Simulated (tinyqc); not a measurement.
Inside a calculation (part 1 of 2). Method: coupled-perturbed Hartree-Fock on RHF in the sto-3g basis, for BH3, spin multiplicity 1. Computed by tinyqc, a small Python program that keeps every step (integrals from PySCF). Settings: charge = 0, multiplicity = 1, basis = sto-3g, method = RHF, energy threshold = 1e-10, iteration cap = 57, orthogonalisation = symmetric, start = Wolfsberg-Helmholz matrix, DIIS depth = 6. Command: `OMP_NUM_THREADS=1 python tinyqc.py 30555 30556 out.jsonl` (the two numbers bound the seeds that draw the settings). One thread of a shared host (Intel(R) Xeon(R) Processor @ 2.60GHz), about 0.1 s of CPU time with the checks. The early iterations of the SCF are left out here.

## One-electron integrals

Geometry (angstrom):
```
atom         x         y        z
B      0.00000   0.00000  0.03000
H      1.17400   0.00000  0.00000
H     -0.58700   1.01600  0.00000
H     -0.58700  -1.01600  0.00000
```

Basis sto-3g: exponents (1/bohr^2) and contraction coefficients of normalised primitives:
```
element  l (shell)  exponent  coefficient
B            s (1)  48.79111      0.15433
B            s (1)   8.88736      0.53533
B            s (1)   2.40527      0.44463
B            s (2)   2.23696     -0.09997
B            s (2)   0.51982      0.39951
B            s (2)   0.16906      0.70012
B            p (3)   2.23696      0.15592
B            p (3)   0.51982      0.60768
B            p (3)   0.16906      0.39196
H            s (1)   3.42525      0.15433
H            s (1)   0.62391      0.53533
H            s (1)   0.16886      0.44463
```

Overlap, kinetic and nuclear-attraction integrals over the contracted functions; the nuclear repulsion is the sum of Za Zb / Rab.

nuclear repulsion = 7.5423650 hartree

overlap S, lower triangle:
```
          1B 1s    1B 2s    1B 2px    1B 2py    1B 2pz    2H 1s    3H 1s    4H 1s
1B 1s   1.00000
1B 2s   0.26933  1.00000
1B 2px  0.00000  0.00000   1.00000
1B 2py  0.00000  0.00000   0.00000   1.00000
1B 2pz  0.00000  0.00000   0.00000   0.00000   1.00000
2H 1s   0.06891  0.48396   0.49323   0.00000  -0.01260  1.00000
3H 1s   0.06901  0.48428  -0.24685   0.42725  -0.01262  0.11289  1.00000
4H 1s   0.06901  0.48428  -0.24685  -0.42725  -0.01262  0.11289  0.11309  1.00000
```

kinetic energy T (hartree), lower triangle:
```
           1B 1s    1B 2s    1B 2px    1B 2py    1B 2pz     2H 1s     3H 1s    4H 1s
1B 1s   10.82630
1B 2s   -0.04797  0.35917
1B 2px   0.00000  0.00000   1.12388
1B 2py   0.00000  0.00000   0.00000   1.12388
1B 2pz   0.00000  0.00000   0.00000   0.00000   1.12388
2H 1s   -0.01404  0.09235   0.23779   0.00000  -0.00608   0.76003
3H 1s   -0.01403  0.09251  -0.11912   0.20617  -0.00609  -0.01047   0.76003
4H 1s   -0.01403  0.09251  -0.11912  -0.20617  -0.00609  -0.01047  -0.01046  0.76003
```

nuclear attraction V (hartree), lower triangle:
```
            1B 1s     1B 2s    1B 2px    1B 2py    1B 2pz     2H 1s     3H 1s     4H 1s
1B 1s   -24.49966
1B 2s    -3.50357  -5.07291
1B 2px    0.00003   0.00020  -5.10485
1B 2py    0.00000   0.00000   0.00000  -5.10483
1B 2pz    0.00146   0.01262  -0.00001   0.00000  -4.91882
2H 1s    -0.90362  -2.16510  -2.08408   0.00000   0.05593  -3.96523
3H 1s    -0.90493  -2.16700   1.04334  -1.80575   0.05600  -0.49010  -3.96645
4H 1s    -0.90493  -2.16700   1.04334   1.80575   0.05600  -0.49010  -0.49098  -3.96645
```

core Hamiltonian H = T + V (hartree), lower triangle:
```
            1B 1s     1B 2s    1B 2px    1B 2py    1B 2pz     2H 1s     3H 1s     4H 1s
1B 1s   -13.67336
1B 2s    -3.55153  -4.71374
1B 2px    0.00003   0.00020  -3.98097
1B 2py    0.00000   0.00000   0.00000  -3.98095
1B 2pz    0.00146   0.01262  -0.00001   0.00000  -3.79494
2H 1s    -0.91766  -2.07275  -1.84629   0.00000   0.04986  -3.20520
3H 1s    -0.91896  -2.07450   0.92422  -1.59958   0.04991  -0.50057  -3.20642
4H 1s    -0.91896  -2.07450   0.92422   1.59958   0.04991  -0.50057  -0.50145  -3.20642
```

## Two-electron integrals

Functions are numbered as in S; the eight-fold symmetry (ij|kl) = (ji|kl) = (kl|ij) leaves the list below.

Two-electron integrals (ij|kl) in chemists' order, unique and non-zero (hartree):
```
(11|11) 2.92351     (21|11) 0.51838     (21|21) 0.10926     (22|11) 0.74423
(22|21) 0.19318     (22|22) 0.54480     (31|31) 0.02026     (32|31) 0.03000
(32|32) 0.12035     (33|11) 0.74249     (33|21) 0.19324     (33|22) 0.54468
(33|33) 0.58677     (41|41) 0.02026     (42|41) 0.03000     (42|42) 0.12035
(43|43) 0.03163     (44|11) 0.74249     (44|21) 0.19324     (44|22) 0.54468
(44|33) 0.52351     (44|44) 0.58677     (51|51) 0.02026     (52|51) 0.03000
(52|52) 0.12035     (53|53) 0.03163     (54|54) 0.03163     (55|11) 0.74249
(55|21) 0.19324     (55|22) 0.54468     (55|33) 0.52351     (55|44) 0.52351
(55|55) 0.58677     (61|11) 0.13252     (61|21) 0.02782     (61|22) 0.04928
(61|31) 0.00205     (61|32) 0.00374     (61|33) 0.04980     (61|44) 0.04904
(61|51) -0.00005    (61|52) -0.00010    (61|53) -1.94e-05   (61|55) 0.04904
(61|61) 0.00731     (62|11) 0.29246     (62|21) 0.07694     (62|22) 0.23549
(62|31) 0.00849     (62|32) 0.04964     (62|33) 0.24818     (62|44) 0.22904
(62|51) -0.00022    (62|52) -0.00127    (62|53) -0.00049    (62|55) 0.22905
(62|61) 0.02088     (62|62) 0.13524     (63|11) 0.26375     (63|21) 0.07036
(63|22) 0.22729     (63|31) 0.01485     (63|32) 0.08089     (63|33) 0.25132
(63|44) 0.21515     (63|51) -0.00017    (63|52) -0.00113    (63|53) -0.00068
(63|55) 0.21516     (63|61) 0.02012     (63|62) 0.15326     (63|63) 0.18594
(64|41) 0.00807     (64|42) 0.03671     (64|43) 0.00952     (64|54) -0.00024
(64|64) 0.01580     (65|11) -0.00674    (65|21) -0.00180    (65|22) -0.00581
(65|31) -0.00017    (65|32) -0.00113    (65|33) -0.00594    (65|44) -0.00550
(65|51) 0.00807     (65|52) 0.03674     (65|53) 0.00953     (65|55) -0.00598
(65|61) -0.00051    (65|62) -0.00392    (65|63) -0.00435    (65|65) 0.01591
(66|11) 0.44291     (66|21) 0.11874     (66|22) 0.40869     (66|31) 0.01684
(66|32) 0.12754     (66|33) 0.45732     (66|44) 0.38414     (66|51) -0.00043
(66|52) -0.00326    (66|53) -0.00187    (66|55) 0.38419     (66|61) 0.03298
(66|62) 0.29187     (66|63) 0.36102     (66|65) -0.00923    (66|66) 0.77461
(71|11) 0.13271     (71|21) 0.02786     (71|22) 0.04935     (71|31) -0.00103
(71|32) -0.00187    (71|33) 0.04930     (71|41) 0.00178     (71|42) 0.00324
(71|43) -0.00033    (71|44) 0.04968     (71|51) -0.00005    (71|52) -0.00010
(71|53) 9.72e-06    (71|54) -1.68e-05   (71|55) 0.04911     (71|61) 0.00698
(71|62) 0.01911     (71|63) 0.01702     (71|64) 0.00082     (71|65) -0.00047
(71|66) 0.02924     (71|71) 0.00733     (72|11) 0.29273     (72|21) 0.07701
(72|22) 0.23569     (72|31) -0.00425    (72|32) -0.02485    (72|33) 0.23402
(72|41) 0.00736     (72|42) 0.04301     (72|43) -0.00830    (72|44) 0.24359
(72|51) -0.00022    (72|52) -0.00127    (72|53) 0.00025     (72|54) -0.00042
(72|55) 0.22924     (72|61) 0.01910     (72|62) 0.09256     (72|63) 0.08307
(72|64) 0.01110     (72|65) -0.00261    (72|66) 0.15483     (72|71) 0.02093
(72|72) 0.13543     (73|11) -0.13203    (73|21) -0.03522    (73|22) -0.11377
(73|31) 0.00978     (73|32) 0.04781     (73|33) -0.11937    (73|41) -0.00294
(73|42) -0.01915    (73|43) 0.01196     (73|44) -0.11412    (73|51) 0.00009
(73|52) 0.00057     (73|53) -0.00035    (73|54) 0.00019     (73|55) -0.10770
(73|61) -0.00780    (73|62) -0.03193    (73|63) -0.01998    (73|64) -0.00276
(73|65) 0.00089     (73|66) -0.04472    (73|71) -0.01009    (73|72) -0.07676
(73|73) 0.05845     (74|11) 0.22853     (74|21) 0.06096     (74|22) 0.19692
(74|31) -0.00294    (74|32) -0.01915    (74|33) 0.19011     (74|41) 0.01316
(74|42) 0.06988     (74|43) -0.01119    (74|44) 0.21403     (74|51) -0.00015
(74|52) -0.00098    (74|53) 0.00019     (74|54) -0.00057    (74|55) 0.18641
(74|61) 0.01513     (74|62) 0.07746     (74|63) 0.06916     (74|64) 0.01838
(74|65) -0.00214    (74|66) 0.12960     (74|71) 0.01746     (74|72) 0.13286
(74|73) -0.07377    (74|74) 0.14352     (75|11) -0.00675    (75|21) -0.00180
(75|22) -0.00581    (75|31) 0.00009     (75|32) 0.00057     (75|33) -0.00561
(75|41) -0.00015    (75|42) -0.00098    (75|43) 0.00019     (75|44) -0.00583
(75|51) 0.00808     (75|52) 0.03677     (75|53) -0.00477    (75|54) 0.00826
(75|55) -0.00599    (75|61) -0.00047    (75|62) -0.00262    (75|63) -0.00230
(75|64) -0.00030    (75|65) 0.01000     (75|66) -0.00460    (75|71) -0.00052
(75|72) -0.00392    (75|73) 0.00218     (75|74) -0.00377    (75|75) 0.01594
(76|11) 0.06628     (76|21) 0.01743     (76|22) 0.05386     (76|31) 0.00081
(76|32) 0.00478     (76|33) 0.05439     (76|41) 0.00141     (76|42) 0.00828
(76|43) 0.00036     (76|44) 0.05481     (76|51) -0.00008    (76|52) -0.00049
(76|53) -0.00007    (76|54) -0.00012    (76|55) 0.05232     (76|61) 0.00456
(76|62) 0.02672     (76|63) 0.02799     (76|64) 0.00289     (76|65) -0.00084
(76|66) 0.05243     (76|71) 0.00457     (76|72) 0.02673     (76|73) -0.01150
(76|74) 0.02569     (76|75) -0.00084    (76|76) 0.00654     (77|11) 0.44312
(77|21) 0.11879     (77|22) 0.40883     (77|31) -0.00843    (77|32) -0.06383
(77|33) 0.40260     (77|41) 0.01460     (77|42) 0.11048     (77|43) -0.03171
(77|44) 0.43916     (77|51) -0.00043    (77|52) -0.00326    (77|53) 0.00094
(77|54) -0.00162    (77|55) 0.38432     (77|61) 0.02921     (77|62) 0.15476
(77|63) 0.13456     (77|64) 0.02610     (77|65) -0.00459    (77|66) 0.25951
(77|71) 0.03305     (77|72) 0.29210     (77|73) -0.18072    (77|74) 0.31279
(77|75) -0.00924    (77|76) 0.05243     (77|77) 0.77461     (81|11) 0.13271
(81|21) 0.02786     (81|22) 0.04935     (81|31) -0.00103    (81|32) -0.00187
(81|33) 0.04930     (81|41) -0.00178    (81|42) -0.00324    (81|43) 0.00033
(81|44) 0.04968     (81|51) -0.00005    (81|52) -0.00010    (81|53) 9.72e-06
(81|54) 1.68e-05    (81|55) 0.04911     (81|61) 0.00698     (81|62) 0.01911
(81|63) 0.01702     (81|64) -0.00082    (81|65) -0.00047    (81|66) 0.02924
(81|71) 0.00699     (81|72) 0.01912     (81|73) -0.00923    (81|74) 0.01434
(81|75) -0.00047    (81|76) 0.00425     (81|77) 0.02925     (81|81) 0.00733
(82|11) 0.29273     (82|21) 0.07701     (82|22) 0.23569     (82|31) -0.00425
(82|32) -0.02485    (82|33) 0.23402     (82|41) -0.00736    (82|42) -0.04301
(82|43) 0.00830     (82|44) 0.24359     (82|51) -0.00022    (82|52) -0.00127
(82|53) 0.00025     (82|54) 0.00042     (82|55) 0.22924     (82|61) 0.01910
(82|62) 0.09256     (82|63) 0.08307     (82|64) -0.01110    (82|65) -0.00261
(82|66) 0.15483     (82|71) 0.01912     (82|72) 0.09265     (82|73) -0.05122
(82|74) 0.06642     (82|75) -0.00262    (82|76) 0.01992     (82|77) 0.15491
(82|81) 0.02093     (82|82) 0.13543     (83|11) -0.13203    (83|21) -0.03522
(83|22) -0.11377    (83|31) 0.00978     (83|32) 0.04781     (83|33) -0.11937
(83|41) 0.00294     (83|42) 0.01915     (83|43) -0.01196    (83|44) -0.11412
(83|51) 0.00009     (83|52) 0.00057     (83|53) -0.00035    (83|54) -0.00019
(83|55) -0.10770    (83|61) -0.00780    (83|62) -0.03193    (83|63) -0.01998
(83|64) 0.00276     (83|65) 0.00089     (83|66) -0.04472    (83|71) -0.00923
(83|72) -0.05122    (83|73) 0.03762     (83|74) -0.03600    (83|75) 0.00141
(83|76) -0.00856    (83|77) -0.09001    (83|81) -0.01009    (83|82) -0.07676
(83|83) 0.05845     (84|11) -0.22853    (84|21) -0.06096    (84|22) -0.19692
(84|31) 0.00294     (84|32) 0.01915     (84|33) -0.19011    (84|41) 0.01316
(84|42) 0.06988     (84|43) -0.01119    (84|44) -0.21403    (84|51) 0.00015
(84|52) 0.00098     (84|53) -0.00019    (84|54) -0.00057    (84|55) -0.18641
(84|61) -0.01513    (84|62) -0.07746    (84|63) -0.06916    (84|64) 0.01838
(84|65) 0.00214     (84|66) -0.12960    (84|71) -0.01434    (84|72) -0.06642
(84|73) 0.03600     (84|74) -0.03913    (84|75) 0.00184     (84|76) -0.01481
(84|77) -0.10353    (84|81) -0.01746    (84|82) -0.13286    (84|83) 0.07377
(84|84) 0.14352     (85|11) -0.00675    (85|21) -0.00180    (85|22) -0.00581
(85|31) 0.00009     (85|32) 0.00057     (85|33) -0.00561    (85|41) 0.00015
(85|42) 0.00098     (85|43) -0.00019    (85|44) -0.00583    (85|51) 0.00808
(85|52) 0.03677     (85|53) -0.00477    (85|54) -0.00826    (85|55) -0.00599
(85|61) -0.00047    (85|62) -0.00262    (85|63) -0.00230    (85|64) 0.00030
(85|65) 0.01000     (85|66) -0.00460    (85|71) -0.00047    (85|72) -0.00262
(85|73) 0.00141     (85|74) -0.00184    (85|75) 0.01001     (85|76) -0.00061
(85|77) -0.00460    (85|81) -0.00052    (85|82) -0.00392    (85|83) 0.00218
(85|84) 0.00377     (85|85) 0.01594     (86|11) 0.06628     (86|21) 0.01743
(86|22) 0.05386     (86|31) 0.00081     (86|32) 0.00478     (86|33) 0.05439
(86|41) -0.00141    (86|42) -0.00828    (86|43) -0.00036    (86|44) 0.05481
(86|51) -0.00008    (86|52) -0.00049    (86|53) -0.00007    (86|54) 0.00012
(86|55) 0.05232     (86|61) 0.00456     (86|62) 0.02672     (86|63) 0.02799
(86|64) -0.00289    (86|65) -0.00084    (86|66) 0.05243     (86|71) 0.00425
(86|72) 0.01992     (86|73) -0.00856    (86|74) 0.01481     (86|75) -0.00061
(86|76) 0.00515     (86|77) 0.03259     (86|81) 0.00457     (86|82) 0.02673
(86|83) -0.01150    (86|84) -0.02569    (86|85) -0.00084    (86|86) 0.00654
(87|11) 0.06640     (87|21) 0.01746     (87|22) 0.05395     (87|31) -0.00163
(87|32) -0.00958    (87|33) 0.05512     (87|44) 0.05428     (87|51) -0.00008
(87|52) -0.00049    (87|53) 0.00014     (87|55) 0.05241     (87|61) 0.00425
(87|62) 0.01994     (87|63) 0.01712     (87|65) -0.00061    (87|66) 0.03263
(87|71) 0.00458     (87|72) 0.02679     (87|73) -0.01654    (87|74) 0.02284
(87|75) -0.00085    (87|76) 0.00516     (87|77) 0.05254     (87|81) 0.00458
(87|82) 0.02679     (87|83) -0.01654    (87|84) -0.02284    (87|85) -0.00085
(87|86) 0.00516     (87|87) 0.00656     (88|11) 0.44312     (88|21) 0.11879
(88|22) 0.40883     (88|31) -0.00843    (88|32) -0.06383    (88|33) 0.40260
(88|41) -0.01460    (88|42) -0.11048    (88|43) 0.03171     (88|44) 0.43916
(88|51) -0.00043    (88|52) -0.00326    (88|53) 0.00094     (88|54) 0.00162
(88|55) 0.38432     (88|61) 0.02921     (88|62) 0.15476     (88|63) 0.13456
(88|64) -0.02610    (88|65) -0.00459    (88|66) 0.25951     (88|71) 0.02925
(88|72) 0.15491     (88|73) -0.09001    (88|74) 0.10353     (88|75) -0.00460
(88|76) 0.03259     (88|77) 0.25964     (88|81) 0.03305     (88|82) 0.29210
(88|83) -0.18072    (88|84) -0.31279    (88|85) -0.00924    (88|86) 0.05243
(88|87) 0.05254     (88|88) 0.77461
```

## Orthogonalisation

S = U s U^T; symmetric (Loewdin) form X = U s^(-1/2) U^T, so that X^T S X = 1.

eigenvalues of S: 0.24493  0.33659  0.33669  0.95073  1.00090  1.55032  1.55048  2.02935

X, lower triangle:
```
           1B 1s     1B 2s    1B 2px    1B 2py   1B 2pz     2H 1s     3H 1s    4H 1s
1B 1s    1.03359
1B 2s   -0.18261   1.46175
1B 2px   0.00002  -0.00034   1.22047
1B 2py   0.00000   0.00000   0.00000   1.22051
1B 2pz   0.00105  -0.01100   0.00001   0.00000  1.00028
2H 1s    0.02798  -0.36048  -0.37389   0.00000  0.00919   1.28779
3H 1s    0.02799  -0.36097   0.18724  -0.32403  0.00921  -0.01803   1.28830
4H 1s    0.02799  -0.36097   0.18724   0.32403  0.00921  -0.01803  -0.01798  1.28830
```

## Starting guess

The start is the generalised Wolfsberg-Helmholz matrix (K = 1.75) built on H; D = 2 C_occ C_occ^T.

D at the start, lower triangle:
```
           1B 1s     1B 2s    1B 2px    1B 2py    1B 2pz    2H 1s    3H 1s    4H 1s
1B 1s    2.04365
1B 2s   -0.11426   0.64542
1B 2px  -0.00007   0.00033   0.92476
1B 2py   0.00000   0.00000   0.00000   0.92465
1B 2pz   0.00571  -0.01482   0.00000   0.00000   0.00035
2H 1s   -0.17587   0.30523   0.49160   0.00000  -0.00719  0.41285
3H 1s   -0.17592   0.30519  -0.24572   0.42575  -0.00719  0.02101  0.41306
4H 1s   -0.17592   0.30519  -0.24572  -0.42575  -0.00719  0.02101  0.02098  0.41306
```

## Iteration 7 (converged): orbitals

converged F (hartree), lower triangle:
```
           1B 1s     1B 2s    1B 2px    1B 2py   1B 2pz     2H 1s     3H 1s     4H 1s
1B 1s   -7.40955
1B 2s   -2.17612  -1.10857
1B 2px   0.00001   0.00018  -0.21056
1B 2py   0.00000   0.00000   0.00000  -0.21063
1B 2pz  -0.00057   0.00860  -0.00001   0.00000  0.23838
2H 1s   -0.57006  -0.58091  -0.39883   0.00000  0.00800  -0.41363
3H 1s   -0.57085  -0.58134   0.19958  -0.34546  0.00801  -0.16575  -0.41406
4H 1s   -0.57085  -0.58134   0.19958   0.34546  0.00801  -0.16575  -0.16602  -0.41406
```

Diagonalise F' = X^T F X, C = X C', fill 4 alpha and 4 beta electrons from the bottom; D = 2 C_occ C_occ^T. Each column has its largest component positive (the first on a tie).

F' = X^T F X (hartree), lower triangle:
```
          1         2         3         4        5         6         7        8
1  -7.21422
2  -1.18245  -0.13166
3  -0.00002  -0.00020   0.18070
4   0.00000   0.00000   0.00000   0.18065
5   0.00024  -0.00651   0.00000   0.00000  0.23881
6  -0.07996  -0.41582  -0.50212   0.00000  0.00999   0.06760
7  -0.08024  -0.41621   0.25130  -0.43502  0.01000  -0.04964   0.06780
8  -0.08024  -0.41621   0.25130   0.43502  0.01000  -0.04964  -0.04962  0.06780
```

orbital energies (hartree): MO1 -7.41514, MO2 -0.67114, MO3 -0.46699, MO4 -0.46698, MO5 0.23829, MO6 0.70937, MO7 0.76499, MO8 0.76506

coefficients C:
```
             MO1       MO2       MO3       MO4       MO5       MO6       MO7       MO8
1B 1s    0.99089  -0.22893   0.00000  -0.00012  -0.01035  -0.26390   0.00207   0.00000
1B 2s    0.03737   0.55262   0.00000   0.00044   0.04687   1.50053  -0.01232   0.00000
1B 2px  -0.00001  -0.00029   0.00000   0.50832   0.00000   0.00893   1.20041   0.00000
1B 2py   0.00000   0.00000   0.50835   0.00000   0.00000   0.00000   0.00000   1.20050
1B 2pz  -0.00019  -0.00495   0.00000   0.00000   0.99899  -0.05419   0.00043   0.00000
2H 1s   -0.00645   0.27942   0.00000   0.51574  -0.01501  -0.76588  -0.99938   0.00000
3H 1s   -0.00646   0.27983   0.44652  -0.25760  -0.01500  -0.75459   0.50899  -0.87109
4H 1s   -0.00646   0.27983  -0.44652  -0.25760  -0.01500  -0.75459   0.50899   0.87109
```

D after iteration 7, lower triangle:
```
           1B 1s     1B 2s    1B 2px    1B 2py    1B 2pz     2H 1s     3H 1s    4H 1s
1B 1s    2.06852
1B 2s   -0.17897   0.61357
1B 2px   0.00000   0.00013   0.51677
1B 2py   0.00000   0.00000   0.00000   0.51684
1B 2pz   0.00190  -0.00548   0.00001   0.00000   0.00005
2H 1s   -0.14084   0.30880   0.52416   0.00000  -0.00276   0.68821
3H 1s   -0.14086   0.30857  -0.26204   0.45397  -0.00277  -0.10924   0.68816
4H 1s   -0.14086   0.30857  -0.26204  -0.45397  -0.00277  -0.10924  -0.10935  0.68816
```

Within a degenerate level the vectors are fixed only up to a rotation; this is one choice.

## Convergence

Stop when the energy changes by less than 1e-10 hartree and every element of the error matrix X^T (F D S - S D F) X is below 3e-06.

Course of the cycle:
```
iteration  E (hartree)     change  largest element of the error matrix
1          -25.9620267          -                             2.71e-01
2          -26.0683792  -1.06e-01                             3.66e-02
3          -26.0700098  -1.63e-03                             5.14e-03
4          -26.0700747  -6.49e-05                             6.97e-04
5          -26.0700757  -1.06e-06                             1.79e-05
6          -26.0700757  -6.91e-10                             2.42e-07
7          -26.0700757  -4.26e-14                             4.94e-08
```

PySCF RHF in the same basis = -26.0700757 hartree

Converged in 7 iterations.

## Populations, bond orders and dipole

Mulliken: Z minus the diagonal of D S on the atom; Loewdin: the same with S^(1/2) D S^(1/2); Mayer order: 2 sum_s sum (D(s) S)_ij (D(s) S)_ji over the two atoms.

Charges (e):
```
atom  Mulliken   Loewdin
1B     0.18556   0.16432
2H    -0.06185  -0.05478
3H    -0.06186  -0.05477
4H    -0.06186  -0.05477
```

Mayer bond orders:
```
pair    order
2-1   0.99394
3-1   0.99394
3-2   0.00112
4-1   0.99394
4-2   0.00112
4-3   0.00111
```

dipole moment about the origin, x y z (debye): 0.00017  0.00000  0.09189
